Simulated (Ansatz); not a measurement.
Candidates: rock-salt PbSe, rock-salt PbTe, Ga₂S₃ (Cc, No. 9), rock-salt MgS, SnSe (Pnma, No. 62). Level: r²SCAN+rVV10 (Ansatz, an electronic-structure program, plane waves, PAW).

Spin–orbit coupling is left out, also for the solids with elements from indium on (rock-salt PbSe, rock-salt PbTe, SnSe); its size isn't shown.

The solid named is at each level's own relaxed cell; a reference phase can be a single point on another level's cell. Ansatz's density-functional and Hartree–Fock values are scalar-relativistic unless marked +SOC, with PAW data made under PBE.

Problem. Which of them have a computed enthalpy of formation between -1.3 and -0.59 eV/atom?

Solution. rock-salt PbSe, Ga₂S₃ (Cc, No. 9). The values: rock-salt PbSe -0.668 eV/atom; rock-salt PbTe -0.487 eV/atom; Ga₂S₃ (Cc, No. 9) -0.816 eV/atom; rock-salt MgS -1.699 eV/atom; SnSe (Pnma, No. 62) -0.514 eV/atom.
